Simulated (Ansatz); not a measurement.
Reaction (atomization): `C=C(Cl)C(C)O` → 4 C• + Cl• + 7 H• + O•

Computed with Ansatz on PBE0-D4/def2-TZVP structures; ΔE is electronic, products minus reactants. CBS: MP2 limit from def2 TZ/QZ plus the TZ coupled-cluster correction, frozen cores. This one scheme is used for every species, atoms too. Functionals use def2-TZVPP. Open shells (•) are unrestricted, without spin–orbit coupling. Spin–orbit coupling would lower the free atoms: a little for C, Cl, O. Each species was taken in one conformer, which may not be the lowest.

(1) What is ΔE at CCSD(T)/CBS? (Estimate.)

(2) What do these levels give: r2SCAN-D4, B2PLYP, HF/def2-QZVPP, MP2/def2-QZVPP, MP2/CBS(def2), CCSD/CBS(def2)? (An estimate is asked.)

Largest T1 diagnostic among the species: 0.010.

Results:

(1) The calculation gave: +53.59 eV.

(2) Computed: r2SCAN-D4 53.80, B2PLYP 52.99, HF/def2-QZVPP 38.84, MP2/def2-QZVPP 54.14, MP2/CBS(def2) 54.69, CCSD/CBS(def2) 52.70 eV.

In def2-TZVPP, CCSD(T) changes the Hartree–Fock value by +13.46 eV (the triples alone add +0.90 eV) and MP2 by +14.56 eV; breaking electron pairs costs correlation energy, which Hartree–Fock lacks. From PBE to PBE0 (25 % exact exchange), in def2-TZVPP and without D4, ΔE moves by −1.03 eV: exact exchange takes away binding that semilocal exchange gives to molecules.

For atomizations the MP2-based limit and the directly extrapolated one differ by several kJ/mol either way, and by 10 to 25 for some Ge, Se and Sn compounds, so smaller differences from it don't rank the levels.
